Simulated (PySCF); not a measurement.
Relaxation of singlet NH3

Level of theory: PBE0/[N def2-TZVP, H def2-TZVP], no relativity, density fitting, PySCF. A (50,194) grid was used.

A start displaced from a saddle point along its imaginary mode, of C3v symmetry, held to at least that symmetry:

```xyz
4
charge 0 multiplicity 1, angstrom
N     0.0000    0.0000    0.0259
H     0.9964    0.0000   -0.1200
H    -0.4982    0.8629   -0.1200
H    -0.4982   -0.8629   -0.1200
```

(1) What forces act on the atoms at the start (eV/Å)?

(2) What does it relax to?

(3) How much energy is released, and in how many steps?

## Answers

(1) 
| atom | Fx | Fy | Fz |
| --- | --- | --- | --- |
| N1 | 0.00 | 0.00 | 0.58 |
| H2 | -0.41 | 0.00 | -0.19 |
| H3 | 0.21 | -0.36 | -0.19 |
| H4 | 0.21 | 0.36 | -0.19 |

(2) It ends at C3v with N–H 1.013 Å (×3); H–N–H 107.1° (×3). A frequency run shows a minimum. Other isomers or separated fragments may lie lower.

(3) 14.5 kJ/mol in 5 steps.
